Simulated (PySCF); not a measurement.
Point-charge models of trans-crotononitrile (`C/C=C/C#N`) against its computed dipole.

Coordinates (GFN2-xTB, Å) and charges (e) from the PBE0/pcSseg-1 density (PySCF):

| atom | x | y | z | Mulliken | IAO | Hirshfeld | ESP-fitted |
| --- | --- | --- | --- | --- | --- | --- | --- |
| C1 | -1.363 | 0.057 | 0.703 | -0.2200 | -0.4267 | -0.1057 | -0.3824 |
| C2 | -0.150 | -0.401 | -0.019 | -0.1721 | -0.0703 | +0.0065 | +0.1551 |
| C3 | 0.867 | 0.393 | -0.353 | -0.1409 | -0.2147 | -0.0412 | -0.5278 |
| C4 | 2.004 | -0.076 | -1.037 | +0.1010 | +0.1405 | +0.0722 | +0.4842 |
| N5 | 2.936 | -0.447 | -1.594 | -0.2505 | -0.2473 | -0.2270 | -0.4859 |
| H6 | -2.251 | -0.148 | 0.106 | +0.1418 | +0.1646 | +0.0577 | +0.1304 |
| H7 | -1.320 | 1.122 | 0.921 | +0.1230 | +0.1516 | +0.0531 | +0.1284 |
| H8 | -1.468 | -0.493 | 1.638 | +0.1420 | +0.1647 | +0.0577 | +0.1310 |
| H9 | -0.115 | -1.452 | -0.277 | +0.1293 | +0.1627 | +0.0613 | +0.1071 |
| H10 | 0.870 | 1.449 | -0.111 | +0.1465 | +0.1749 | +0.0655 | +0.2598 |

Problem. What dipole does each set of charges give (1 e·Å = 4.803 D), and what does the density give?

Solution. The full density gives (-4.10, 0.81, 2.27) D, 4.75 D in size; dipole vectors point from the negative to the positive end.

| scheme | μx | μy | μz | size (D) | share of the full size (%) | angle to the full dipole (°) |
| --- | --- | --- | --- | --- | --- | --- |
| Mulliken | -4.36 | 0.85 | 2.41 | 5.05 | 106 | 0 |
| IAO | -3.45 | 0.48 | 1.86 | 3.95 | 83 | 3 |
| Hirshfeld | -3.12 | 0.48 | 1.69 | 3.58 | 75 | 2 |
| ESP-fitted | -4.12 | 0.82 | 2.28 | 4.78 | 101 | 0 |

Problem. Which set comes closest?

Solution. Length of the difference vector: ESP-fitted 0.03 D, Mulliken 0.30 D, IAO 0.83 D, Hirshfeld 1.18 D. Closest: ESP-fitted. The schemes that divide the density aren't constrained to reproduce the dipole.

Problem. What is left for the Hirshfeld atoms' own dipoles?

Solution. The shares of the density sum to the whole, so what Σ q r misses lies in dipoles about the nuclei. The atomic dipoles sum to (-4.10, 0.81, 2.27) − (-3.12, 0.48, 1.69) = (-0.98, 0.33, 0.58) D, 1.18 D in size.

Problem. With the origin at the mean of the coordinates, (0.001, 0.000, -0.002) Å, which are the largest single terms, by size, of the IAO dipole along the direction of the full one?

Solution. N5 +4.00, C1 -3.12, H6 +1.56, H8 +1.55, C4 -1.51 D; all 10 atoms together +3.94 D. The single terms depend on the origin, their sum doesn't.

Problem. Give the size of the full dipole in other units.

Solution. 4.75 D = 1.869 au = 0.989 e·Å = 15.85 × 10⁻³⁰ C·m.

Geometry: GFN2-xTB; no solvent, vibrations or thermal averaging.
